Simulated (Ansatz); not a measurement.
Input file:

```yaml
crystal:
  periodic: [false, false, false]
  atoms:
    - {symbol: Ge, position_ang: [0.000000, -0.035303, 0.000000]}
    - {symbol: H, position_ang: [0.000000, 1.272090, -0.912044]}
    - {symbol: H, position_ang: [0.000000, 1.272085, 0.912051]}
basis:
  gaussian: {orbitals: cc-pVDZ}
magnetization: {spin_polarized: false}
correlation: {method: bccd_t, electrons: all}
```

```sh
$ ansatz run in.yaml --threads 1 --pin off --events-out ev --progress --plain --max-ram 2393MiB
```

Log:

```
416 factors; integrals over basis functions are off by at most 1.0e-3 eV
mean field evaluation 1: about -56502.1841 eV, gradient 7.4e0 eV
mean field evaluation 2: about -56502.1859 eV, gradient 7.4e0 eV
mean field evaluation 4: about -56502.4963 eV, gradient 5.9e-1 eV
mean field evaluation 8: about -56502.4987 eV, gradient 1.7e-6 eV
mean field evaluation 16: about -56502.4985 eV, gradient 1.3e-1 eV
mean field -56502.49871251 eV, -2076.4285289157 hartree, gradient 2.7e-6 eV, S^2 0.000000; 0 other end points of the search recorded, 0 dependent functions left out
reference -56502.49871251 eV, -2076.4285289157 hartree; 17, 17 occupied and 20, 20 virtual orbitals, 416 factors
second order -3.08405817 eV of doubles, -0.00000000 eV of singles
cycle   1  -3.52869281 eV  change   -4.4e-1 eV  update   6.4e-2
cycle   2  -3.75400809 eV  change   -2.3e-1 eV  update   2.6e-2
cycle   3  -3.76661723 eV  change   -1.3e-2 eV  update   9.0e-3
cycle   4  -3.76733909 eV  change   -7.2e-4 eV  update   3.3e-3
cycle   5  -3.76693622 eV  change    4.0e-4 eV  update   7.4e-4
cycle   6  -3.76664960 eV  change    2.9e-4 eV  update   2.2e-4
cycle   7  -3.76665801 eV  change   -8.4e-6 eV  update   6.6e-5
cycle   8  -3.76669125 eV  change   -3.3e-5 eV  update   1.8e-5
perturbative correction -0.11135995 eV, -0.0040924026 hartree
Total energy: -56506.37676371 eV, -2076.5710446687 hartree
```

Ran on 1 thread of Intel Xeon 6975P-C, shared host: 0.66 s wall, 0.11 GiB peak host memory.
